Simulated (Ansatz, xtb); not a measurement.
## A geometry optimisation of C2H3Al− with r2SCAN-D4/def2-SVPD

The starting geometry of this gas-phase doublet has its atoms placed at random.

```xyz
6

C    -0.7489    0.7726    0.7922
C    -0.2708   -0.6467    1.9942
Al   -0.2325    1.7600   -1.1093
H    -0.9086    0.5122   -0.6813
H    -1.9230    0.6855    0.7470
H    -1.6544   -0.2978    0.2372
```

Q: Guess where an optimisation with r2SCAN-D4/def2-SVPD ends from this start.

A: It ends as a structure given below by its coordinates. Distances that change by over a tenth: Al3–H4 (1.48 → 1.68 Å). Contacts that close: C1–C2 (1.92 → 1.31 Å), C2–H6 (2.26 → 1.10 Å).

The energy falls by 7.49 eV over 26 steps:

| step | E − E(last) (eV) |
| --- | --- |
| 1 | 7.495 |
| 4 | 3.094 |
| 7 | 1.906 |
| 9 | 1.763 |
| 12 | 1.709 |
| 15 | 1.186 |
| 18 | 0.215 |
| 20 | 0.040 |
| 23 | 0.005 |
| 26 | 0.000 |

Final geometry (Å):

```xyz
6

C    -0.9392    0.4807    0.5910
C    -0.5672   -0.4051    1.4849
Al   -0.1619    1.8894   -0.6824
H    -0.9711    1.2875   -2.0303
H    -2.0420    0.6388    0.4428
H    -1.0567   -1.1054    2.1742
```

From the same start GFN2-xTB ends elsewhere, differing in C1–Al3 (3.20 against 2.05 Å here), C1–H5 (4.07 against 1.12 Å here), C1–H6 (1.06 against 2.24 Å here), C2–Al3 (2.02 against 3.18 Å here), C2–H6 (2.28 against 1.10 Å here), Al3–H5 (1.67 against 2.52 Å here).

From so rough a start the end depends on the optimiser's path, so another program may land elsewhere. No frequencies were run, so the end isn't proven a minimum. Open shells are spin-unrestricted. Run with Ansatz 0.2.0, 2 min on 2 threads of AMD EPYC 7R43 64-Core Processor (Zen 3) (shared host).
